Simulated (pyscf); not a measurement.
Elementary routes open to H₂N–GaH₂ in the gas phase (singlet surface):
A. ammonia (NH₃) + GaH [singlet] (Ga–N, Ga–H broken; H–N formed)
B. H₂N–Ga [singlet] + hydrogen (H₂) (Ga–H, Ga–H broken; H–H formed)
C. HN=GaH + hydrogen (H₂) (Ga–H, H–N broken; H–H formed)

PySCF, gas phase, ωB97X-D3(BJ)/def2-SVP geometries.

Problem. Rank the routes by free-energy barrier at 900 K, lowest first, for ωB97M-D3(BJ)/def2-TZVP energies (ideal gas, 1 atm, RRHO with modes under 100 cm⁻¹ raised to 100, one conformer, R ln 2 for chiral ones without a mode under 150 cm⁻¹).

Solution. A (2.71 eV), B (2.91 eV), C (3.23 eV)

Route A is the fastest of these, ahead of the next by 0.20 eV. The most stable products are those of B (ΔG = -0.67 eV), whose barrier is 0.20 eV higher: the kinetic and the thermodynamic product differ. At 298 K A is still the fastest. A: On the product side the descent ends in a bound adduct, 0.60 eV under the separated species and 2.19 eV under the saddle at ωB97X-D3(BJ)/def2-TZVP. Only these routes are compared; each barrier is that of the saddle found, and lower ones may exist. Elements up to Kr have no core potential and no relativistic terms here.
